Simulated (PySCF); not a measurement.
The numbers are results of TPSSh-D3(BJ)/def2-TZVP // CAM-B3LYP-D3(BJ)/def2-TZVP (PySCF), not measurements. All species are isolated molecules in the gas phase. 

Reference species (SMILES): `[NH2]` (neutral, multiplicity 2).

| Quantity | Result |
|---|---|
| highest occupied spin orbital | -7.81 eV |
| dipole moment | 1.92 D |

Changed species: `[NH2][Al][F]` (radical fragment; the reference has radical fragment).

Task: Predict the effect on the highest occupied spin orbital and dipole moment.

Result: the highest occupied spin orbital rises by 2.18 eV, to -5.63 eV; the dipole moment increases by 0.28 D, to 2.20 D.
